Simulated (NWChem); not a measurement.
**C2H2S (ethynethiol): MP2/STO-3G**

Aim: the vertical ionisation energy of C2H2S (ethynethiol) at MP2/STO-3G, from 2 runs. 

The results are computed with NWChem 7.3.0.

## Step 1: The system as given

The species is C2H2S (5 atoms), meant as a singlet with charge 0. As SMILES, `C#CS`. The coordinates come from a PBE0-D4/def2-TZVP relaxation.

Bond lengths: C1–C2 1.204 Å, C2–S3 1.679 Å, C1–H4 1.064 Å, S3–H5 1.346 Å. Angles: C1–C2–S3 175.2°, C2–C1–H4 179.3°, C2–S3–H5 96.7°.

## Step 2: The energy at MP2/STO-3G

Input file geom.nw:

```
start geom
title "C2H2S"
memory total 2200 mb
geometry noautosym nocenter noautoz
   C       -1.196800      -0.342000       0.001900
   C        0.000700      -0.223700       0.026100
   S        1.678900      -0.197600       0.083400
   H       -2.256800      -0.433400      -0.021800
   H        1.823900       1.123100      -0.131000
end
basis spherical bse
   * library STO-3G
end
scf
   thresh 1e-08
   maxiter 80
   print low
end
mp2
   freeze core 7
   tight
end
task mp2
```

Launch:

```console
$ nwchem geom.nw > geom.out
```

The log of the run:

```text
[...]
  functions       =    21
[...]
  wavefunction    = RHF
[...]
         Total SCF energy =   -469.041006191075
      One-electron energy =   -806.007217092182
      Two-electron energy =    257.966823603074
 Nuclear repulsion energy =     78.999387298033
        Time for solution =      0.9s
[...]
          Total MP2 energy          -469.212537160286
[...]
```

Wall time 1.6 s (1 thread of Intel Xeon Platinum 8259CL at 2.50GHz (Skylake/Cascade Lake), shared host); peak memory 0.1 GiB.

## Step 3: The doublet cation, same level

Input file a.nw:

```
start a
title "C2H2S mp2"
memory total 2200 mb
charge 1

geometry noautosym nocenter noautoz
C     -1.196800    -0.342000     0.001900
C      0.000700    -0.223700     0.026100
S      1.678900    -0.197600     0.083400
H     -2.256800    -0.433400    -0.021800
H      1.823900     1.123100    -0.131000
end

basis spherical bse
* library STO-3G
end

scf
doublet
uhf
thresh 1e-08
maxiter 80
noprint "final vectors analysis"
end

mp2
freeze core 7
tight
end

task mp2 energy
```

Launch:

```console
$ nwchem a.nw > a.out
```

The log of the run:

```text
[...]
  functions       =    21
[...]
  wavefunction    = UHF
[...]
         Total SCF energy =   -468.811458979296
      One electron energy =   -795.043171809951
      Two electron energy =    247.232325532622
 Nuclear repulsion energy =     78.999387298033
                       Sz =      0.5000
                 Sz(Sz+1) =      0.7500
                      S^2 =      1.0195
[...]
          Total MP2 energy          -468.951594099804
[...]
```

Wall time 2.4 s (1 thread of Intel Xeon Platinum 8259CL at 2.50GHz (Skylake/Cascade Lake), shared host); peak memory 0.1 GiB.

## Step 4: What came out

Level: MP2/STO-3G, 7 core orbitals frozen.

| quantity | value |
| --- | --- |
| singlet C2H2S: total energy | -469.21254 Eh |
| singlet C2H2S: correlation energy (7 core orbitals frozen) | -171.5 mEh |
| doublet cation: total energy | -468.95159 Eh |
| doublet cation: correlation energy (7 core orbitals frozen) | -140.1 mEh |
| doublet cation: ⟨S²⟩ of the reference determinant | 1.020 |
| vertical ionisation energy (to the doublet cation) | 7.101 eV |

In words: The vertical ionisation energy comes to 7.10 eV (164 kcal/mol). In a minimal basis such a difference can be off by several eV, whatever the method. ⟨S²⟩ (doublet cation) is 1.02 where a pure doublet has 0.75: the reference is spin-contaminated. Mulliken charges (doublet cation) run from -0.12 on C2 to +0.70 on S3; they depend strongly on the basis.
